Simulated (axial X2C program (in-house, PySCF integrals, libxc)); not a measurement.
# Spin–orbit effects down a group: molecules with Al (ions), PBE0

Calculated with an in-house all-electron X2C program for linear molecules (integrals from PySCF), spin-free (one-electron X2C) or two-component (2c: spin–orbit coupling with atomic mean-field Coulomb and Gaunt terms, which also bring small scalar terms), in Dyall basis sets with cores contracted in-house; open shells are unrestricted.

Basis sets: Al dyall-v3z, H dyall-v3z, Li dyall-cv3z, Na dyall-cv3z.

```
molecule   spin-free state  Re (Å)  ωe (cm⁻¹)  De (eV)  2c state  Re 2c (Å)  ωe 2c (cm⁻¹)  De 2c (eV)
    AlH⁺  M_S = 1/2, Λ = 0   1.622     1650.1     0.93   Ω = 1/2      1.622        1649.7        0.93
   LiAl⁺  M_S = 1/2, Λ = 0   3.033      228.5     1.28   Ω = 1/2      3.034         228.5        1.28
   NaAl⁺  M_S = 1/2, Λ = 0   3.363      134.7     1.01   Ω = 1/2      3.363         134.6        1.01
```

Problem. Work out the shifts from the spin-free to the two-component result.

Solution. 

```csv
molecule,2c state,ΔRe (Å),Δωe (cm⁻¹),ΔDe (eV)
AlH⁺,Ω = 1/2,0.000,-0.4,0.00
LiAl⁺,Ω = 1/2,0.001,0.0,0.00
NaAl⁺,Ω = 1/2,0.000,-0.1,0.00
```

Shifts of one unit in the last digit are rounding.

Fragments in 2c: Al+ + H, Al + Li+, Al + Na+. Each entry is the lowest single determinant of a limited PBE0 search at one distance. De goes to single-determinant-based atoms at the same level (for ions the charge split of lowest energy) and is withheld (n/a) where an atom does not fit its ground term or J level. Main or longest-lived isotopes. Some light 2c atoms are not at their ground J level, so De misses part of their lowering (0.04 eV or less). The functionals have no current term, which raises determinants with orbital currents.
